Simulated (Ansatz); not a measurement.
Species, as SMILES: N (NH3).
Geometry (B3LYP-D3(BJ)/def2-TZVP, fixed):
```xyz
4

N      0.0022    -0.0038     0.1116
H     -0.0020     0.9512    -0.2281
H      0.8095    -0.4644    -0.2929
H     -0.8232    -0.4600    -0.2599
```
Charge 0, spin multiplicity 1.

Basis-set convergence of the dipole moment at PBE with Ansatz (a quantum-chemistry and plane-wave program). Dipoles come from the density behind the forces; the sign is taken along the dipole that this method gives in the largest set. Cartesian d functions, on some or all atoms, in 6-31G*, 6-31+G*; all else is spherical. The program fits the integrals of some runs and decomposes those of others, by size. No added dispersion term, no relativity. Reference: the value in aug-pcseg-3, 1.444 D, itself unsure by roughly 0.002 D (its mean distance from aug-cc-pVQZ, def2-QZVPPD). Deviations are taken from unrounded values.

| basis | functions | dipole moment (D) |
|---|---|---|
| 6-31G* | 21 | 1.823 |
| 6-31+G* | 25 | 1.828 |
| cc-pVDZ | 29 | 1.533 |
| aug-cc-pVDZ | 50 | 1.452 |
| def2-SVP | 29 | 1.637 |
| def2-SVPD | 44 | 1.480 |
| pcseg-1 | 29 | 1.701 |
| aug-pcseg-1 | 50 | 1.431 |
| 6-311G** | 36 | 1.647 |
| 6-311+G** | 40 | 1.701 |
| def2-TZVP | 49 | 1.646 |
| def2-TZVPD | 64 | 1.440 |
| cc-pVTZ | 72 | 1.508 |
| aug-cc-pVTZ | 115 | 1.443 |
| pcseg-2 | 72 | 1.566 |
| aug-pcseg-2 | 115 | 1.452 |
| def2-TZVPP | 73 | 1.553 |
| def2-TZVPPD | 88 | 1.444 |
| cc-pVQZ | 145 | 1.483 |
| aug-cc-pVQZ | 218 | 1.443 |
| def2-QZVPP | 147 | 1.488 |
| def2-QZVPPD | 162 | 1.447 |
| pcseg-3 | 159 | 1.465 |
| aug-pcseg-3 | 232 | 1.444 |

What the diffuse functions change, pair by pair:
- 6-31G* to 6-31+G*: 4 more functions, deviation 0.379 to 0.384 D
- cc-pVDZ to aug-cc-pVDZ: 21 more functions, deviation 0.089 to 0.008 D
- def2-SVP to def2-SVPD: 15 more functions, deviation 0.193 to 0.036 D
- pcseg-1 to aug-pcseg-1: 21 more functions, deviation 0.257 to -0.013 D
- 6-311G** to 6-311+G**: 4 more functions, deviation 0.203 to 0.257 D
- def2-TZVP to def2-TZVPD: 15 more functions, deviation 0.202 to -0.004 D
- cc-pVTZ to aug-cc-pVTZ: 43 more functions, deviation 0.064 to -0.001 D
- pcseg-2 to aug-pcseg-2: 43 more functions, deviation 0.121 to 0.008 D
- def2-TZVPP to def2-TZVPPD: 15 more functions, deviation 0.109 to 0.000 D
- cc-pVQZ to aug-cc-pVQZ: 73 more functions, deviation 0.039 to -0.001 D
- def2-QZVPP to def2-QZVPPD: 15 more functions, deviation 0.044 to 0.003 D
- pcseg-3 to aug-pcseg-3: 73 more functions, deviation 0.020 to 0.000 D

Leaving out the reference's own pair, they bring the value nearer the reference by more than 0.002 D in 9 of 11 pairs.
